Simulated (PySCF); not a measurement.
## Spin-Hamiltonian simulation

Molecule: `InChI=1S/C3H5F3/c1-2-3(4,5)6/h2H2,1H3`.

Geometry (Å), atoms numbered from 1 in this order:
```xyz
11

C    -1.245    0.192    0.533
C    -0.063   -0.595   -0.003
C     1.203    0.216   -0.075
F     1.059    1.293   -0.858
F     2.216   -0.503   -0.569
F     1.578    0.655    1.133
H    -1.037    0.578    1.541
H    -1.475    1.049   -0.117
H    -2.139   -0.443    0.590
H     0.159   -1.469    0.629
H    -0.257   -0.973   -1.018
```

One conformer, averaged over atoms made equivalent by symmetry, fast rotation or ring inversion, non-relativistic Hamiltonian, no solvent. Shieldings: GIAO PBE0/pcSseg-1; coordinates at the PBE0-D3(BJ)/def2-SVP level; couplings computed with B3LYP/pcJ-1 (spin–dipole term only in couplings to heteroatoms); PySCF 2.14.0 with density-fitted response routines.

Chemical shifts δ = σref − σ; ¹H (σ = 31.27 ppm) against TMS, all at this level.

The 8-spin Hamiltonian (Zeeman plus full scalar coupling among like nuclei) was diagonalised exactly; lines are Lorentzian, 0.4 Hz wide, and the maxima above 3 % are listed with the tallest set to 100.

Peak list at 800 MHz for the spins F4/F5/F6/H7/H8/H9/H10/H11:
| Hz | ppm | height |
| --- | --- | --- |
| 1451.4 | 1.814 | 6 |
| 1450.0 | 1.812 | 6 |
| 1442.8 | 1.803 | 7 |
| 1441.4 | 1.802 | 19 |
| 1440.1 | 1.800 | 6 |
| 1432.8 | 1.791 | 20 |
| 1431.4 | 1.789 | 19 |
| 1424.2 | 1.780 | 7 |
| 1422.8 | 1.779 | 20 |
| 1421.4 | 1.777 | 7 |
| 1414.2 | 1.768 | 6 |
| 1412.8 | 1.766 | 7 |
| 912.6 | 1.141 | 49 |
| 904.0 | 1.130 | 100 |
| 895.4 | 1.119 | 46 |

Extract the chemical shifts and coupling constants behind this pattern (give the signs of the calculation).

Answers


Shifts (ppm): F4/F5/F6 -85.7, H7/H8/H9 1.13, H10/H11 1.79.
Couplings (Hz): F4–F5, F4–F6, F5–F6: 62.6; F4–H7, F4–H8, F4–H9, F5–H7, F5–H8, F5–H9 …: 0.1; F4–H10, F4–H11, F5–H10, F5–H11, F6–H10, F6–H11: 10.0; H7–H8, H7–H9, H8–H9: -14.4; H7–H10, H7–H11, H8–H10, H8–H11, H9–H10, H9–H11: 8.6; H10–H11: -15.8.
These are the parameters used. A line list fixes at most the relative signs, and those only where coupling is strong; other parameter sets or atom labellings may fit too, and couplings well below the line width leave little trace. Couplings within a CH3 group never show.

Unscaled 3J(H,H) at this level run about 10 % above measured values.
